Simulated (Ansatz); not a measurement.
GaH$_{3}$, singlet in aug-cc-pVDZ: errors against RCCSDT(Q)

Geometry: that of the GaH3⁺, doublet, kept fixed.

```
atom   x (Å)    y (Å)    z (Å)
  Ga  0.0000   0.0253   0.0000
   H  0.0000  -2.0473   0.0000
   H  0.0000   0.1474  -1.5272
   H  0.0000   0.1474   1.5272
```

Basis aug-cc-pVDZ; Ansatz 0.2.0. Only valence electrons are correlated (noble-gas cores and the filled d shells of p-block atoms frozen), which leaves 6 electrons in 49 orbitals. Prefix R: restricted or restricted open-shell reference. Active spaces: valence = (6e, 7o) chosen from the atoms' valence shells. No spin–orbit coupling is included, and no scalar relativity.

Full CI isn't at hand for all of this; RCCSDT(Q) serves as the reference, and is uncertain by about the last step of the cluster series.

The UHF ⟨S²⟩ is 0.000. The T1 diagnostic (RCCSD) is 0.0147 and the largest doubles amplitude (RCCSD) is 0.055.

```json
{"level": "RMP2", "E − E(RHF) (eV)": "-2.2525"}
{"level": "RCCSD", "E − E(RHF) (eV)": "-2.9847"}
{"level": "RCCSD(T)", "E − E(RHF) (eV)": "-3.0357"}
```

Task: Estimate how far RCCSDT(Q) in aug-cc-pVDZ lies from RCCSD(T). The table doesn't fix it; the size of (T) and the diagnostics are the guide.

Result: RCCSDT(Q) in aug-cc-pVDZ lies 1.7 kJ/mol below RCCSD(T), which is 35 % of the (T) step (-4.9 kJ/mol). The diagnostics give no warning, yet the rest is a sizeable part of (T).

The other levels:

| level | E − E(RCCSDT(Q)) (kJ/mol) | share of correlation (%) | wall time |
| --- | --- | --- | --- |
| BCCD(T) | 1.7 | 99.43 | 0.99 s |
| RCCSDT | 0.2 | 99.95 | – |
| CASSCF (valence space) | 148.3 | 49.65 | – |
| NEVPT2 (valence space) | 46.6 | 84.19 | 2.7 s |
| MRCISD (valence space) | 3.7 | 98.75 | – |
| MRCISD+Q (valence space) | -1.6 | 100.54 | 3.4 s |
| MRCISD+Q(relaxed) (valence space) | -2.7 | 100.91 | 3.6 s |

The correlation energy at RCCSDT(Q), counted from RHF, is -3.053 eV. That run took 5.5 s on 1 thread of Arm Neoverse V2, shared host.

Times hold each run's SCF and search for its determinant on a shared host, so for small cases they say little of a method's own cost; they ran on 1 thread of Arm Neoverse V2.

Natural occupations of CASSCF (valence space) about the gap: 1.974 1.963 1.944 0.054 0.044 0.015 0.006; effectively unpaired electrons, Σ n²(2−n)², 0.04.
